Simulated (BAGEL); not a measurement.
# HF/STO-3G (density fitting with qzvpp-jkfit) run of BH2ClO (SMILES OBCl)

Aim: the energy change on altering one bond length of BH2ClO at HF/STO-3G (density fitting with qzvpp-jkfit), from 2 runs. 

The calculation is run with BAGEL 1.2.2.

6 further runs of the same task are left out: 4 that didn't finish, 2 set aside as unsound or not needed. Runs told in other sessions of the task aren't counted.

### Step 1. The system as given

BH2ClO has 5 atoms, charge 0, and is taken as a singlet. SMILES: `OBCl`. The shape is that of a PBE0-D4/def2-TZVP optimisation. This is one conformer, not always the lowest.

Bond lengths: O1–B2 1.340 Å, B2–Cl3 1.766 Å, O1–H4 0.963 Å, B2–H5 1.189 Å. Angles: O1–B2–Cl3 121.0°, O1–B2–H5 119.8°, Cl3–B2–H5 119.2°, B2–O1–H4 113.9°.

### Step 2. A single-point energy at HF/STO-3G (density fitting with qzvpp-jkfit)

File hf.json:

```json
{ "bagel" : [

{
  "title" : "molecule",
  "basis" : "sto-3g",
  "df_basis" : "qzvpp-jkfit",
  "angstrom" : true,
  "geometry" : [
    { "atom" : "O", "xyz" : [      -0.863300,      -0.618600,      -0.002900 ] },
    { "atom" : "B", "xyz" : [       0.379000,      -0.137200,       0.137900 ] },
    { "atom" : "Cl", "xyz" : [       0.788600,       1.496000,      -0.395300 ] },
    { "atom" : "H", "xyz" : [      -1.477700,       0.001200,      -0.409700 ] },
    { "atom" : "H", "xyz" : [       1.223300,      -0.815100,       0.628600 ] }
  ]
},

{ "title" : "hf" },

{ "title" : "print", "file" : "orbitals.molden", "orbitals" : true }

]}
```

Command:

```bash
$ BAGEL_NUM_THREADS=1 BAGEL hf.json > hf.out
```

The log of the run:

```text
* using 1 threads per process

  ===============================================================
  ===============================================================

  *** Geometry ***

  { "atom" : "O", "xyz" : [     -1.631401,     -1.168985,     -0.005480 ] },
  { "atom" : "B", "xyz" : [      0.716206,     -0.259270,      0.260593 ] },
  { "atom" : "Cl", "xyz" : [      1.490238,      2.827030,     -0.747009 ] },
  { "atom" : "H", "xyz" : [     -2.792448,      0.002268,     -0.774221 ] },
  { "atom" : "H", "xyz" : [      2.311702,     -1.540316,      1.187882 ] },

  Number of auxiliary basis functions:      316

  Since a DF basis is specified, we compute 2- and 3-index integrals:
    o Being stored without compression. Storage requirement is 0.001 GB

  Number of basis functions:       21
  Number of electrons      :       32

    * METHOD: MOLECULE                             0.05

  *** RHF ***

  === Nuclear Repulsion ===
    84.7216700969

      * DIIS with orbital gradients will be used.

  === RHF iteration (sto-3g) ===
      0       -553.97999029          0.02080835           0.00
      1       -554.04132517          0.00695193           0.00
      2       -554.04724608          0.00138110           0.00
      3       -554.04763219          0.00018752           0.00
      4       -554.04764176          0.00004242           0.00
      5       -554.04764238          0.00000983           0.00
      6       -554.04764241          0.00000278           0.00
      7       -554.04764242          0.00000052           0.00
      8       -554.04764242          0.00000017           0.00
      9       -554.04764242          0.00000005           0.00
     10       -554.04764242          0.00000001           0.00
    * SCF iteration converged.

    * Permanent dipole moment:
           (    0.590144,     0.287036,     0.043867) a.u.

    * METHOD: HF                                   0.08

    * METHOD: PRINT                                0.00

  ===============================================================
```

Run time: 0.26 s. Hardware: 1 thread of Arm Neoverse V2, shared host.

### Step 3. The distorted shape

File calc.json:

```json
{ "bagel" : [

{
  "title" : "molecule",
  "basis" : "sto-3g",
  "df_basis" : "qzvpp-jkfit",
  "angstrom" : true,
  "geometry" : [
    { "atom" : "O", "xyz" : [      -1.285480,      -0.279626,      -0.248268 ] },
    { "atom" : "B", "xyz" : [      -0.043180,       0.201774,      -0.107468 ] },
    { "atom" : "Cl", "xyz" : [       0.366420,       1.834974,      -0.640668 ] },
    { "atom" : "H", "xyz" : [      -1.899880,       0.340174,      -0.655068 ] },
    { "atom" : "H", "xyz" : [       1.223300,      -0.815100,       0.628600 ] }
  ]
},

{ "title" : "hf" },

{ "title" : "print", "file" : "orbitals.molden", "orbitals" : true }

]}
```

Command:

```bash
$ BAGEL_NUM_THREADS=1 BAGEL calc.json > calc.out
```

The log of the run:

```text
* using 1 threads per process

  ===============================================================
  ===============================================================

  *** Geometry ***

  { "atom" : "O", "xyz" : [     -2.429205,     -0.528417,     -0.469159 ] },
  { "atom" : "B", "xyz" : [     -0.081598,      0.381298,     -0.203085 ] },
  { "atom" : "Cl", "xyz" : [      0.692433,      3.467598,     -1.210687 ] },
  { "atom" : "H", "xyz" : [     -3.590253,      0.642836,     -1.237899 ] },
  { "atom" : "H", "xyz" : [      2.311702,     -1.540316,      1.187882 ] },

  Number of auxiliary basis functions:      316

  Since a DF basis is specified, we compute 2- and 3-index integrals:
    o Being stored without compression. Storage requirement is 0.001 GB

  Number of basis functions:       21
  Number of electrons      :       32

    * METHOD: MOLECULE                             0.05

  *** RHF ***

  === Nuclear Repulsion ===
    83.0112734434

      * DIIS with orbital gradients will be used.

  === RHF iteration (sto-3g) ===
      0       -553.84247713          0.02321432           0.00
      1       -553.91435427          0.00856154           0.00
      2       -553.92311464          0.00157602           0.00
      3       -553.92360945          0.00022088           0.00
      4       -553.92362145          0.00005508           0.00
      5       -553.92362248          0.00001398           0.00
      6       -553.92362254          0.00000405           0.00
      7       -553.92362255          0.00000078           0.00
      8       -553.92362255          0.00000025           0.00
      9       -553.92362255          0.00000007           0.00
     10       -553.92362255          0.00000001           0.00
     11       -553.92362255          0.00000000           0.00
    * SCF iteration converged.

    * Permanent dipole moment:
           (    0.669887,     0.192066,     0.102380) a.u.

    * METHOD: HF                                   0.08

    * METHOD: PRINT                                0.00

  ===============================================================
```

Run time: 0.26 s. Hardware: 1 thread of Arm Neoverse V2, shared host.

### Step 4. What came out

Level: HF/STO-3G (density fitting with qzvpp-jkfit).

```
                                                         quantity          value
                                        first shape: total energy  -554.04764 Eh
                                       first shape: dipole moment         1.67 D
                                         first shape: HOMO energy      -10.72 eV
                                         first shape: LUMO energy        7.37 eV
                                       first shape: HOMO–LUMO gap       18.10 eV
                                    distorted shape: total energy  -553.92362 Eh
                                   distorted shape: dipole moment         1.79 D
                                     distorted shape: HOMO energy       -9.20 eV
                                     distorted shape: LUMO energy        7.44 eV
                                   distorted shape: HOMO–LUMO gap       16.64 eV
energy change with the B2–H5 bond stretched from 1.189 to 1.783 Å       3.375 eV
```

**Reading.** With the B2–H5 bond stretched from 1.189 to 1.783 Å the energy rises by 3.37 eV (78 kcal/mol). The first shape isn't relaxed at this level, so the change isn't measured from a minimum. The minimal basis adds a large error of its own.
